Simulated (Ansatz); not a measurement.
## Energy differences in CoH₁₂O₆ (charge +3)

Computed with Ansatz's Gaussian-basis code (development build). Basis cc-pwCVTZ-DK on Co, cc-pVTZ-DK on O, cc-pVDZ-DK on H, scalar X2C without spin–orbit coupling, 11 orbitals frozen in the corrections, fitted integrals; active space CAS(10,12). Restricted Hartree–Fock, then the lowest state-specific CASSCF solution met for each case. On stretched bonds single-reference methods can fail or change state. Unlike active orbitals can shift such differences by tenths of an eV, at times by over 1 eV.

Case A, quintet:

| atom | x (Å) | y (Å) | z (Å) |
| --- | --- | --- | --- |
| Co | 0.0000 | 0.0000 | 0.0000 |
| O | 1.9000 | 0.0000 | 0.0000 |
| O | -1.9000 | 0.0000 | 0.0000 |
| O | 0.0000 | 1.9000 | 0.0000 |
| O | 0.0000 | -1.9000 | 0.0000 |
| O | 0.0000 | 0.0000 | 1.9000 |
| O | 0.0000 | 0.0000 | -1.9000 |
| H | 2.4765 | 0.0000 | 0.7863 |
| H | 2.4765 | 0.0000 | -0.7863 |
| H | -2.4765 | 0.0000 | 0.7863 |
| H | -2.4765 | 0.0000 | -0.7863 |
| H | 0.7863 | 2.4765 | 0.0000 |
| H | -0.7863 | 2.4765 | 0.0000 |
| H | 0.7863 | -2.4765 | 0.0000 |
| H | -0.7863 | -2.4765 | 0.0000 |
| H | 0.0000 | 0.7863 | 2.4765 |
| H | 0.0000 | -0.7863 | 2.4765 |
| H | 0.0000 | 0.7863 | -2.4765 |
| H | 0.0000 | -0.7863 | -2.4765 |

Case B, singlet: the shape of A.

Energy less that of case A, in eV:

```json
{"case": "B", "RHF/ROHF": "+1.729", "CASSCF": "-0.637"}
```

(1) Give the SC-NEVPT2 energies against case A.

(2) Which case is lowest, and do the methods agree?

Results:

(1) B: +0.034 eV (0.8 kcal/mol).

(2) A is lowest in SC-NEVPT2. CASSCF puts B lowest.
